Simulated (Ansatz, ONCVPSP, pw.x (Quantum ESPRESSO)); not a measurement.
Equation-of-state test of one ONCV potential (Ta)

Ta (Z = 73), optimised norm-conserving Vanderbilt (ONCV), made with ONCVPSP 4.0.1.1 (patched build) (PBEsol, scalar-relativistic). Core [Kr] 4d10 4f14, reference 5s2 5p6 5d3 6s2. Waves: 5s+6s: rc 1.95 bohr, ncon 4, nbas 7, qcut 6.2 1/bohr, 2 projectors; 5p: rc 1.70 bohr, ncon 4, nbas 8, qcut 6.8 1/bohr, 2 projectors, debl 0.7 Ha; 5d: rc 2.80 bohr, ncon 3, nbas 6, qcut 5.2 1/bohr, 1 projector. Local part: polynomial inside 1.15 bohr (lpopt 1, dvloc0 3 Ha). Core correction: Teter function, fcfact 3.5, rcfact 1.25.

In the p channel the program set the typed energies aside and used -1.449, 0.250 Ha.

Atomic tests: cutoffs needed: 16 Ha and 21 Ha (the cutoffs (Ha) at which the residual kinetic energy of the hardest occupied pseudo-wave falls to 1 and 0.1 mHa per electron); ghost test: no bound ghost flagged; GHOST(+) flagged for s at 159.7 eV; largest excitation error: -19 meV (all-electron minus pseudo) for 5s2 5p6 5d2 6s0, out of 4 test configurations.

Crystal test: bcc Ta in pw.x 7.5, no spin, 14³ k-points, Fermi–Dirac smearing 0.01 Ry, cutoffs 50/200 Ry. The reference is all-electron LAPW (Ansatz 0.2.0) with the same functional, mesh and smearing; V0 and B0 come from Birch–Murnaghan fits to the pressures at five volumes. Errors are pseudo minus all-electron; Δ is the rms difference of the E(V) curves that follow from these fits, minima aligned, over ±6 % about the mean V0. Mesh and smearing are coarse, so the numbers serve the comparison and aren't converged zero-temperature values; the lattice is a test structure that the element need not adopt.

| V (Å³/atom) | P all-electron (GPa) | P pseudo (GPa) |
| --- | --- | --- |
| 16.673 | 13.61 | 11.30 |
| 17.112 | 7.22 | 5.25 |
| 17.551 | 1.56 | -0.13 |
| 17.990 | -3.46 | -4.91 |
| 18.429 | -7.90 | -9.16 |

All-electron: a0 = 3.282 Å (V0 = 17.68 Å³/atom), B0 = 206.9 GPa.

Pseudopotential: mean pressure error (GPa): -1.73; a0 (Å): 3.274; a0 error (%): -0.27; B0 error (%): -1.8; Δ (meV/atom): 6.5. The largest radius (2.80 bohr) exceeds half the bond length (2.68 bohr), so the spheres overlap, which is one possible source of error among others.

Task: At the middle volume, how do free energy and pressure move when the wave cutoff is lowered (ecutrho kept at four times it)?

Result:

```tsv
cutoff (Ry)	shift of F (meV/atom)	shift of P (GPa)
22	+629.4	-8.35
30	+256.2	-7.11
40	+26.2	-1.97
```

Input at the middle volume:

```
&control
  calculation='scf', prefix='x', pseudo_dir='./', outdir='./tmp', tstress=.true., disk_io='none'
/
&system
  ibrav=0, nat=1, ntyp=1, ecutwfc=50, ecutrho=200, nbnd=14,
  occupations='smearing', smearing='fd', degauss=0.01
/
&electrons
  conv_thr=1e-09, mixing_beta=0.4, electron_maxstep=70
/
ATOMIC_SPECIES
Ta 1.0 Ta.UPF
CELL_PARAMETERS angstrom
  -1.63712042 1.63712042 1.63712042
  1.63712042 -1.63712042 1.63712042
  1.63712042 1.63712042 -1.63712042
ATOMIC_POSITIONS crystal
Ta 0.0000 0.0000 0.0000
K_POINTS automatic
14 14 14 0 0 0
```

```bash
pw.x < Ta.scf.in > Ta.scf.out
```

Lines of the output:

```
Message from routine setup:
     using ibrav=0 with symmetry is DISCOURAGED, use correct ibrav instead
     lattice parameter (alat)  =       5.3585  a.u.
     unit-cell volume          =     118.4400 (a.u.)^3
     number of electrons       =        13.00
     number of Kohn-Sham states=           14
     kinetic-energy cutoff     =      50.0000  Ry
     charge density cutoff     =     200.0000  Ry
     scf convergence threshold =      1.0E-09
     Exchange-correlation= PBESOL
     number of k points=   104  Fermi-Dirac smearing, width (Ry)=  0.0100
     iteration #  1     ecut=    50.00 Ry     beta= 0.40
     total energy              =    -123.33103427 Ry
     estimated scf accuracy    <       0.02084821 Ry
     iteration #  2     ecut=    50.00 Ry     beta= 0.40
     total energy              =    -123.33072787 Ry
     estimated scf accuracy    <       0.00365972 Ry
     iteration #  3     ecut=    50.00 Ry     beta= 0.40
     total energy              =    -123.33120644 Ry
     estimated scf accuracy    <       0.00015076 Ry
     iteration #  4     ecut=    50.00 Ry     beta= 0.40
     total energy              =    -123.33121292 Ry
     estimated scf accuracy    <       0.00000114 Ry
     iteration #  5     ecut=    50.00 Ry     beta= 0.40
     total energy              =    -123.33121319 Ry
     estimated scf accuracy    <       0.00000014 Ry
     iteration #  6     ecut=    50.00 Ry     beta= 0.40
     total energy              =    -123.33121321 Ry
     estimated scf accuracy    <          2.0E-09 Ry
     iteration #  7     ecut=    50.00 Ry     beta= 0.40
     the Fermi energy is    18.8437 ev
!    total energy              =    -123.33121321 Ry
     estimated scf accuracy    <          1.5E-10 Ry
     smearing contrib. (-TS)   =      -0.00543357 Ry
     The total energy is F=E-TS. E is the sum of the following terms:
     one-electron contribution =     -16.84180173 Ry
     hartree contribution      =      14.36523841 Ry
     xc contribution           =     -21.44904510 Ry
     ewald contribution        =     -99.40017121 Ry
     convergence has been achieved in   7 iterations
          total   stress  (Ry/bohr**3)                   (kbar)     P=       -1.29
     Message from routine punch:
     Nothing written, as per user request (disk_io='none')
```

The run at the middle volume (104 k-points, 7 iterations) took about 17 s on one core of a shared host (Neoverse-N1, 64 threads, 124 GiB, load 51).
